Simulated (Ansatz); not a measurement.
**C2H9N3: up Jacob's ladder to CCSD(T)**

How much do the methods differ for C2H9N3? The plan is to run it at one geometry with functionals of several rungs and with coupled cluster, and see how far each lands from CCSD(T) at the basis-set limit for the atomisation energy.

The runs use Ansatz 0.2.0, Gaussian basis; functionals in def2-TZVPP, the program's frozen cores in correlated methods.

The runs, in order: PBE-D4, r2SCAN-D4, PBE0-D4, B3LYP-D4, ωB97X-V, ωB97M-V, B2PLYP; CCSD(T)/def2-TZVPP; MP2/def2-QZVPP; extrapolation to the limit.

### 1 The relaxed structure

An earlier PBE0-D4 in a triple-zeta def2 set relaxation fixed the geometry.

SMILES `NCC(N)N`, 14 atoms, charge 0, spin multiplicity 1.

Atoms are counted from 1 here; the program's logs count them from 0.

Bond lengths: N1–C2 1.446 Å, N1–H6 1.013 Å, N1–H7 1.015 Å, C2–C3 1.528 Å, C2–H8 1.096 Å, C2–H9 1.095 Å, C3–N4 1.446 Å, C3–N5 1.457 Å, C3–H10 1.103 Å, N4–H11 1.012 Å, N4–H12 1.015 Å, N5–H13 1.013 Å, N5–H14 1.014 Å. Angles: C2–N1–H6 110.2°, C2–N1–H7 108.1°, H6–N1–H7 106.3°, N1–C2–C3 115.0°, N1–C2–H8 109.2°, N1–C2–H9 109.0°, C3–C2–H8 107.5°, C3–C2–H9 109.4°, H8–C2–H9 106.4°, C2–C3–N4 109.0°, C2–C3–N5 108.7°, C2–C3–H10 107.8°, N4–C3–N5 111.9°, N4–C3–H10 106.3°, N5–C3–H10 113.1°, C3–N4–H11 111.6°, C3–N4–H12 108.9°, H11–N4–H12 107.5° and more.

### 2 PBE-D4 (GGA)

The input, in.yaml:

```yaml
crystal:
  periodic: [false, false, false]
  atoms:
    - {symbol: N, position_ang: [-1.523405, 0.901622, 1.077191]}
    - {symbol: C, position_ang: [-0.282203, 0.160973, 1.036170]}
    - {symbol: C, position_ang: [0.352710, 0.041926, -0.348348]}
    - {symbol: N, position_ang: [-0.578906, -0.615105, -1.237340]}
    - {symbol: N, position_ang: [1.602026, -0.698004, -0.227827]}
    - {symbol: H, position_ang: [-1.353601, 1.881103, 0.881093]}
    - {symbol: H, position_ang: [-2.118921, 0.559699, 0.329674]}
    - {symbol: H, position_ang: [-0.457053, -0.855449, 1.407895]}
    - {symbol: H, position_ang: [0.432126, 0.623205, 1.725650]}
    - {symbol: H, position_ang: [0.490467, 1.061628, -0.744562]}
    - {symbol: H, position_ang: [-0.309744, -0.503936, -2.206098]}
    - {symbol: H, position_ang: [-0.582773, -1.609495, -1.033821]}
    - {symbol: H, position_ang: [2.110488, -0.694428, -1.103812]}
    - {symbol: H, position_ang: [2.205889, -0.282740, 0.472735]}
basis:
  gaussian: {orbitals: def2-TZVPP}
hamiltonian: {xc: pbe, dispersion: d4}
output: {forces: true, orbitals: {seedname: orbitals}}
```

The run is started by

```
ansatz run in.yaml --threads 4 --pin off --events-out ev --progress --plain --max-ram 10444MiB
```

After this run come: r2SCAN-D4 (meta-GGA); PBE0-D4 (hybrid); B3LYP-D4 (hybrid); ωB97X-V (range-separated); ωB97M-V (range-separated); B2PLYP (double hybrid); CCSD(T) in def2-TZVPP; MP2 in def2-QZVPP.

Before running them: what should the planned runs give, taken together? Wanted: atomisation energy, CCSD(T)/CBS; farthest; mean size of error, hybrid; mean size of error, range-separated; gap, smallest and largest; T1 diagnostic; triples share of the correlation energy.

**Answer**, as computed:

```
                               quantity                                 value
        atomisation energy, CCSD(T)/CBS                         5095.8 kJ/mol
 functionals within 25.5 kJ/mol (0.5 %)                      PBE0-D4, ωB97X-V
                               farthest                PBE-D4 (+137.1 kJ/mol)
             mean size of error, hybrid                           24.6 kJ/mol
    mean size of error, range-separated                           26.9 kJ/mol
              gap, smallest and largest  5.18 eV (PBE-D4), 11.81 eV (ωB97X-V)
                          T1 diagnostic                                0.0093
triples share of the correlation energy                                 3.8 %
```

In words: PBE-D4 is off by +137.1 kJ/mol. Double hybrids carry the basis error of their MP2 part in triple zeta, and no dispersion term here, so their miss is partly the set-up's. Misses under about 25.5 kJ/mol are within the doubt on the reference itself, which lacks core-valence correlation, relativity and higher excitations. Hartree-Fock recovers 68 % of the binding; the rest is correlation. The gap grows from 5.2 to 11.8 eV across the functionals, mostly with the share of exact exchange.
